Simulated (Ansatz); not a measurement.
Process, species as SMILES: FOF → F atom + [O]F (O-F)
B3LYP-D3(BJ)/def2-TZVP geometries, fixed; electronic energies without zero-point terms.
Largest species:
```
O
F 1 1.4020
F 1 1.4020 2 103.99
```
Charge 0, spin multiplicity 1.

Effect of a fitting basis named in the input at r2SCAN/aug-cc-pVQZ with Ansatz (a first-principles code), against the last row, where the bond dissociation energy is 41.55 kcal/mol. Open shells are unrestricted. The default fits or decomposes integrals by the program's own choice; accuracy: high also tightens integrals, grids and stops.

```json
[
 {"setting": "fitting: def2-SV(P)-JKFIT", "largest shift of a total energy (mEh)": "-0.075", "shift of the bond dissociation energy (kcal/mol)": "0.007"},
 {"setting": "fitting: def2-universal-JKFIT", "largest shift of a total energy (mEh)": "-0.075", "shift of the bond dissociation energy (kcal/mol)": "0.007"},
 {"setting": "fitting: cc-pVTZ-JKFIT", "largest shift of a total energy (mEh)": "-0.040", "shift of the bond dissociation energy (kcal/mol)": "0.006"},
 {"setting": "fitting: cc-pVQZ-JKFIT", "largest shift of a total energy (mEh)": "-0.014", "shift of the bond dissociation energy (kcal/mol)": "-0.001"},
 {"setting": "fitting: cc-pV5Z-JKFIT", "largest shift of a total energy (mEh)": "-0.011", "shift of the bond dissociation energy (kcal/mol)": "-0.002"},
 {"setting": "fitting: def2-universal-JFIT", "largest shift of a total energy (mEh)": "-0.141", "shift of the bond dissociation energy (kcal/mol)": "0.034"},
 {"setting": "accuracy: high", "largest shift of a total energy (mEh)": "0.001", "shift of the bond dissociation energy (kcal/mol)": "0.000"},
 {"setting": "accuracy: medium (default)", "largest shift of a total energy (mEh)": "0.000", "shift of the bond dissociation energy (kcal/mol)": "0.000"}
]
```

Within 0.02 kcal/mol in the bond dissociation energy: fitting: def2-SV(P)-JKFIT; fitting: def2-universal-JKFIT; fitting: cc-pVTZ-JKFIT; fitting: cc-pVQZ-JKFIT; fitting: cc-pV5Z-JKFIT; accuracy: high. The largest shift is 0.141 mEh in a total energy and 0.034 kcal/mol in the difference.
